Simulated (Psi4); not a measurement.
# BPH4 (SMILES BP): a chain of runs

Wanted: a geometry optimisation (B3LYP-D3(BJ)/6-31+G*), then the harmonic vibrations, then the energy (FNO-CCSD(T)/cc-pVTZ), then the vertical excitations (TD-B3LYP/6-31+G*) of BPH4. 

The calculation is run with Psi4 1.11.

## 1. The structure to begin with

BPH4 has 6 atoms, charge 0, and is taken as a singlet. As SMILES, `BP`. Geometry: relaxed at GFN2-xTB. The run starts from this shape.

Bond lengths: B1–P2 1.841 Å, B1–H3 1.169 Å, B1–H4 1.169 Å, P2–H5 1.378 Å, P2–H6 1.378 Å. Angles: B1–P2–H5 103.7°, B1–P2–H6 103.7°, P2–B1–H3 119.5°, P2–B1–H4 119.5°, H5–P2–H6 96.8°, H3–B1–H4 120.3°.

## 2. A structure relaxation at B3LYP-D3(BJ)/6-31+G(d) (density fitting, Cartesian functions) (run 1)

Contents of job.in:

```
memory 1600 MB

molecule {
  0 1
  B      0.002660    -0.867960     0.118880
  P      0.378740     0.928770     0.259630
  H     -0.777460    -1.351190     0.842930
  H      0.659230    -1.540870    -0.575930
  H      0.599110     1.319050    -1.043720
  H     -0.862270     1.512200     0.398210
}

set {
  basis 6-31+G*
  geom_maxiter 60
}

opt('b3lyp-d3bj')
print_variables()
```

Started as:

```bash
$ psi4 -n 1 job.in job.out
```

job.out:

```text
[...]
  Running in c1 symmetry.
[...]
  Nuclear repulsion =   46.914828234982416
[...]
  Multiplicity = 1
[...]
  Nalpha       = 12
  Nbeta        = 12
[...]
    Number of basis functions: 50
[...]
   @DF-RKS iter   1:  -368.43873882553822   -3.14211e-01   8.78227e-03 DIIS/ADIIS
[...]
   @DF-RKS iter   6:  -368.59063891209371   -6.93490e-12   9.80337e-09 DIIS
[...]
    Orbital Energies [Eh]
    ---------------------
    Doubly Occupied:
       1A    -77.083195     2A     -6.775286     3A     -6.558683
       4A     -4.721236     5A     -4.719505     6A     -4.716914
       7A     -0.658319     8A     -0.496885     9A     -0.418295
      10A     -0.353567    11A     -0.350763    12A     -0.267188
[...]
  @DF-RKS Final Energy:  -368.59063891209371
   => Energetics <=
    Nuclear Repulsion Energy =             45.9690388353290302
    One-Electron Energy =                -598.3247324508259908
    Two-Electron Energy =                 206.9575063289431114
    DFT Exchange-Correlation Energy =     -23.1867983469888443
    Empirical Dispersion Energy =          -0.0056532785509814
    VV10 Nonlocal Energy =                  0.0000000000000000
    Total Energy =                       -368.5906389120937092
[...]
 Multipole Moments:
 ------------------------------------------------------------------------------------
     Multipole            Electronic (a.u.)      Nuclear  (a.u.)        Total (a.u.)
 ------------------------------------------------------------------------------------
 L = 1.  Multiply by 2.5417464519 to convert [e a0] to [Debye]
 Dipole X            :          0.9158855           -1.1173257           -0.2014402
 Dipole Y            :          0.9977125           -0.8495128            0.1481997
 Dipole Z            :          0.7943766           -1.0182799           -0.2239033
 Magnitude           :                                                    0.3356695
[...]
  -Total Gradient:
     Atom            X                  Y                   Z
    ------   -----------------  -----------------  -----------------
       1       -0.000046074027     0.000068866560    -0.000056248549
       2        0.000094623484     0.000135428595     0.000077640608
       3       -0.000009829654    -0.000069222763     0.000017046556
       4        0.000007716557    -0.000071432862    -0.000000002602
       5       -0.000023689446    -0.000030257612    -0.000017801791
       6       -0.000021510750    -0.000030557562    -0.000019760029
[...]
```

On the terminal:

```text
Optimizer: Optimization complete!
```

Wall time 17 s (1 thread of Intel Xeon 6975P-C (Granite Rapids), shared host); peak memory 0.44 GiB.

The path in brief:

```csv
step,energy from the first frame kept (eV),largest force (eV/Å)
0,0.0000,0.9276
1,-0.0697,0.0679
2,-0.0683,0.1886
3,-0.0702,0.0144
4,-0.0703,0.0094
```

After the run. Bond lengths: B1–P2 1.872 Å, B1–H3 1.194 Å, B1–H4 1.194 Å, P2–H5 1.414 Å, P2–H6 1.414 Å. Angles: B1–P2–H5 105.2°, B1–P2–H6 105.2°, P2–B1–H3 119.5°, P2–B1–H4 119.5°, H5–P2–H6 100.2°, H3–B1–H4 120.4°.

## 3. The harmonic vibrations at B3LYP-D3(BJ)/6-31+G(d) (density fitting, Cartesian functions) (run 2)

Contents of job.inp:

```
memory 1600 mb

molecule geom {
  B      0.009346    -0.893851     0.129194
  P      0.374371     0.938010     0.253913
  H     -0.779135    -1.387465     0.877045
  H      0.688391    -1.581267    -0.571514
  H      0.653624     1.351927    -1.068920
  H     -0.883032     1.554858     0.447903
}

set {
  reference rks
  t 298.15
  rotational_symmetry_number 1
}

frequencies("b3lyp-d3bj2b/6-31+G*")
```

Started as:

```bash
$ psi4 -i job.inp -o job.out -n 1
```

job.out:

```text
[...]
  Running in c1 symmetry.
[...]
  Nuclear repulsion =   45.969036609626400
[...]
  Multiplicity = 1
[...]
  Nalpha       = 12
  Nbeta        = 12
[...]
    Number of basis functions: 50
[...]
   @DF-RKS iter   1:  -368.44790618409053   -3.76053e-01   8.53036e-03 DIIS/ADIIS
[...]
   @DF-RKS iter  10:  -368.59063748310882   -4.20641e-12   8.42719e-09 DIIS
[...]
  @DF-RKS Final Energy:  -368.59063748310882
   => Energetics <=
    Nuclear Repulsion Energy =             45.9777466881993888
    One-Electron Energy =                -598.3422969411776648
    Two-Electron Energy =                 206.9668198545598727
    DFT Exchange-Correlation Energy =     -23.1872535201145915
    Empirical Dispersion Energy =          -0.0056535645758962
    VV10 Nonlocal Energy =                  0.0000000000000000
    Total Energy =                       -368.5906374831088783
[...]
  -Total Gradient:
     Atom            X                  Y                   Z
    ------   -----------------  -----------------  -----------------
       1       -0.000054888629     0.000074640532    -0.000045004382
       2        0.000216236422     0.000326408418    -0.000540961160
       3       -0.000005094629    -0.000073683570     0.000024206929
       4        0.000002409578    -0.000064554790    -0.000007070123
       5       -0.000237336472    -0.000201450453     0.000690402501
       6        0.000079900678    -0.000058600506    -0.000120712676
[...]
  ==> Harmonic Vibrational Analysis <==
[...]
  Freq [cm^-1]                 450.9851            484.9843            540.7580
[...]
  IR activ [km/mol]            43.8775              0.2905              6.8115
[...]
  Freq [cm^-1]                 736.7725            896.7469            930.8631
[...]
  IR activ [km/mol]             7.8131              4.0430              9.1154
[...]
  Freq [cm^-1]                1138.4214           1196.1327           2459.7023
[...]
  IR activ [km/mol]            50.8895             35.6032             42.2301
[...]
  Freq [cm^-1]                2480.0614           2623.3725           2712.4636
[...]
  IR activ [km/mol]            46.5704             98.9425             101.4783
[...]
  Total E_0, Enthalpy at 0 [K]                                                         -368.55270454 [Eh]
[...]
  Total H, Enthalpy at  298.15 [K]                                                     -368.54799364 [Eh]
[...]
  Total G, Gibbs energy at  298.15 [K]                                                 -368.57687489 [Eh]
[...]
```

The script printed:

```text
Warning: used thermodynamics relations inappropriate for low-frequency modes: ['450.9851' '484.9843' '540.7580']
```

Wall time 86 s (1 thread of Intel Xeon 6975P-C (Granite Rapids), shared host); peak memory 0.42 GiB.

## 4. A single-point energy at FNO-CCSD(T)/cc-pVTZ (run 3)

Contents of job.dat:

```
memory 1600 MB

molecule system {
  0 1
  B
  P 1 1.872034
  H 1 1.193582 2 119.45558
  H 1 1.193581 3 120.36303 2 170.18749
  H 2 1.41393 1 105.22681 4 42.22482
  H 2 1.413929 5 100.15338 1 -108.98221
  symmetry c1
}

set {
  reference rhf
  scf_type pk
  freeze_core true
}

result = energy('fno-ccsd(t)/cc-pVTZ')
```

Started as:

```bash
$ psi4 job.dat job.out -n 1
```

job.out:

```text
[...]
  Running in c1 symmetry.
[...]
  Nuclear repulsion =   45.969040221805805
[...]
  Multiplicity = 1
[...]
  Nalpha       = 12
  Nbeta        = 12
[...]
    Number of basis functions: 120
[...]
   @RHF iter   1:  -367.69147842493663   -6.18994e-01   1.87153e-03 DIIS/ADIIS
[...]
   @RHF iter  11:  -367.74842311218168   -5.43992e-11   8.67161e-09 DIIS
[...]
    Orbital Energies [Eh]
    ---------------------
    Doubly Occupied:
       1A    -79.932823     2A     -7.619939     3A     -7.478685
       4A     -5.372801     5A     -5.372464     6A     -5.372339
       7A     -0.863279     8A     -0.673612     9A     -0.553420
      10A     -0.487462    11A     -0.476474    12A     -0.361079
[...]
  @RHF Final Energy:  -367.74842311218168
   => Energetics <=
    Nuclear Repulsion Energy =             45.9690402218058054
    One-Electron Energy =                -598.3061684982137649
    Two-Electron Energy =                 184.5887051642262691
    Total Energy =                       -367.7484231121816833
[...]
 Multipole Moments:
 ------------------------------------------------------------------------------------
     Multipole            Electronic (a.u.)      Nuclear  (a.u.)        Total (a.u.)
 ------------------------------------------------------------------------------------
 L = 1.  Multiply by 2.5417464519 to convert [e a0] to [Debye]
 Dipole X            :         -1.0135037            1.3216224            0.3081187
 Dipole Y            :          0.0861874           -0.1123912           -0.0262038
 Dipole Z            :          1.0741241           -1.1169891           -0.0428650
 Magnitude           :                                                    0.3121877
[...]
      * MP2 total energy:                   -368.012803059728
[...]
      * MP2 total energy:                   -368.012803059728
[...]
      * MP3 total energy:                   -368.047427810851
[...]
      * CCSD total energy:                  -368.051350591867
[...]
      * CCSD(T) total energy                -368.063022858179
[...]
```

It took 39 s on 1 thread of Intel Xeon 6975P-C (Granite Rapids), shared host; peak memory 1.6 GiB.

## 5. The vertical excitations at TD-B3LYP/6-31+G(d) (density fitting, Cartesian functions, save jk yes) (run 4)

Contents of calc.dat:

```
memory 1600 mb

molecule geom {
  0 1
  B      0.009346    -0.893851     0.129194
  P      0.374371     0.938010     0.253913
  H     -0.779135    -1.387465     0.877045
  H      0.688391    -1.581267    -0.571514
  H      0.653624     1.351927    -1.068920
  H     -0.883032     1.554858     0.447903
}

set basis 6-31+G*
set reference rks
set save_jk true

from psi4.driver.procrouting.response.scf_response import tdscf_excitations
e, wfn = energy("b3lyp", return_wfn=True)
states = tdscf_excitations(wfn, states=6, tda=False)
```

Started as:

```bash
$ psi4 calc.dat calc.out -n 1
```

calc.out:

```text
[...]
  Running in c1 symmetry.
[...]
  Nuclear repulsion =   45.969036609626400
[...]
  Multiplicity = 1
[...]
  Nalpha       = 12
  Nbeta        = 12
[...]
    Number of basis functions: 50
[...]
   @DF-RKS iter   1:  -368.44225290562269   -3.76053e-01   8.53036e-03 DIIS/ADIIS
[...]
   @DF-RKS iter   8:  -368.58498563339379   -1.35964e-08   5.08888e-07 DIIS
[...]
    Orbital Energies [Eh]
    ---------------------
    Doubly Occupied:
       1A    -77.083196     2A     -6.775285     3A     -6.558684
       4A     -4.721237     5A     -4.719506     6A     -4.716915
       7A     -0.658320     8A     -0.496885     9A     -0.418296
      10A     -0.353567    11A     -0.350763    12A     -0.267188
[...]
  @DF-RKS Final Energy:  -368.58498563339379
   => Energetics <=
    Nuclear Repulsion Energy =             45.9690366096264000
    One-Electron Energy =                -598.3248190430199429
    Two-Electron Energy =                 206.9575970578162014
    DFT Exchange-Correlation Energy =     -23.1868002578164401
    Empirical Dispersion Energy =           0.0000000000000000
    VV10 Nonlocal Energy =                  0.0000000000000000
    Total Energy =                       -368.5849856333937851
[...]
 Multipole Moments:
 ------------------------------------------------------------------------------------
     Multipole            Electronic (a.u.)      Nuclear  (a.u.)        Total (a.u.)
 ------------------------------------------------------------------------------------
 L = 1.  Multiply by 2.5417464519 to convert [e a0] to [Debye]
 Dipole X            :          0.9158882           -1.1173256           -0.2014375
 Dipole Y            :          0.9977233           -0.8495140            0.1482094
 Dipole Z            :          0.7943763           -1.0182785           -0.2239023
 Magnitude           :                                                    0.3356714
[...]
**********                               WARNING                                **********
**********       The names of excited state variables changed between 1.5       **********
[...]
                                    Excitation Energy         Total Energy        Oscillator Strength             Rotatory Strength
[...]
Excited State    1 (1 A):   0.17693 au   257.53 nm f = 0.1109
[...]
Excited State    3 (1 A):   0.23046 au   197.71 nm f = 0.0824
[...]
Excited State    4 (1 A):   0.23599 au   193.07 nm f = 0.0960
[...]
Excited State    5 (1 A):   0.25855 au   176.22 nm f = 0.0110
[...]
Excited State    6 (1 A):   0.26029 au   175.05 nm f = 0.1096
[...]
```

Run time: 14 s. Hardware: 1 thread of Intel Xeon 6975P-C (Granite Rapids), shared host; peak memory 0.4 GiB.

The roots found:

```csv
excited state,energy (eV),strength,label
1,4.814,0.1109,A 1
2,6.163,0.0012,A 1
3,6.271,0.0824,A 1
4,6.422,0.0960,A 1
5,7.036,0.0110,A 1
6,7.083,0.1096,A 1
```

## 6. Results

```
                                                                              quantity             value
                                  run 1, B3LYP-D3(BJ)/6-31+G*: total energy at the end     -368.59064 Eh
                                            run 1, B3LYP-D3(BJ)/6-31+G*: dipole moment            0.85 D
                                              run 1, B3LYP-D3(BJ)/6-31+G*: HOMO energy          -7.27 eV
                                              run 1, B3LYP-D3(BJ)/6-31+G*: LUMO energy          -1.95 eV
                                            run 1, B3LYP-D3(BJ)/6-31+G*: HOMO–LUMO gap           5.33 eV
                                        run 1, B3LYP-D3(BJ)/6-31+G*: dispersion energy     -14.84 kJ/mol
                               run 2, B3LYP-D3(BJ)/6-31+G*: lowest harmonic wavenumber          451 cm⁻¹
                              run 2, B3LYP-D3(BJ)/6-31+G*: highest harmonic wavenumber         2712 cm⁻¹
                                        run 2, B3LYP-D3(BJ)/6-31+G*: zero-point energy       99.6 kJ/mol
run 2, B3LYP-D3(BJ)/6-31+G*: ideal-gas entropy at 298.15 K (symmetry number 1 as used)  60.8 cal/(mol K)
                                              run 3, FNO-CCSD(T)/cc-pVTZ: total energy     -368.06302 Eh
                       run 3, FNO-CCSD(T)/cc-pVTZ: HOMO energy (Hartree–Fock orbitals)          -9.83 eV
                       run 3, FNO-CCSD(T)/cc-pVTZ: LUMO energy (Hartree–Fock orbitals)           1.68 eV
                     run 3, FNO-CCSD(T)/cc-pVTZ: HOMO–LUMO gap (Hartree–Fock orbitals)          11.51 eV
               run 3, FNO-CCSD(T)/cc-pVTZ: correlation energy (6 core orbitals frozen)        -314.6 mEh
                                            run 3, FNO-CCSD(T)/cc-pVTZ: (T) correction        -11.67 mEh
                                             run 3, FNO-CCSD(T)/cc-pVTZ: T1 diagnostic             0.018
                            run 4, TD-B3LYP/6-31+G*: ground-state or mean-field energy     -368.58499 Eh
                      run 4, TD-B3LYP/6-31+G*: dipole moment (B3LYP Kohn–Sham density)            0.85 D
                       run 4, TD-B3LYP/6-31+G*: HOMO energy (B3LYP Kohn–Sham orbitals)          -7.27 eV
                       run 4, TD-B3LYP/6-31+G*: LUMO energy (B3LYP Kohn–Sham orbitals)          -1.95 eV
                     run 4, TD-B3LYP/6-31+G*: HOMO–LUMO gap (B3LYP Kohn–Sham orbitals)           5.33 eV
                                     run 4, TD-B3LYP/6-31+G*: lowest excitation energy           4.81 eV
```

The optimisation (run 1, B3LYP-D3(BJ)/6-31+G*) took 5 steps and changed the energy by -0.070 eV. All 12 modes (run 2, B3LYP-D3(BJ)/6-31+G*) are real, so the shape is a minimum at this level. The triples (run 3, FNO-CCSD(T)/cc-pVTZ) make up 3.7 % of the correlation energy. The brightest of the 6 transitions from the ground state lies at 4.81 eV (258 nm, f = 0.111).
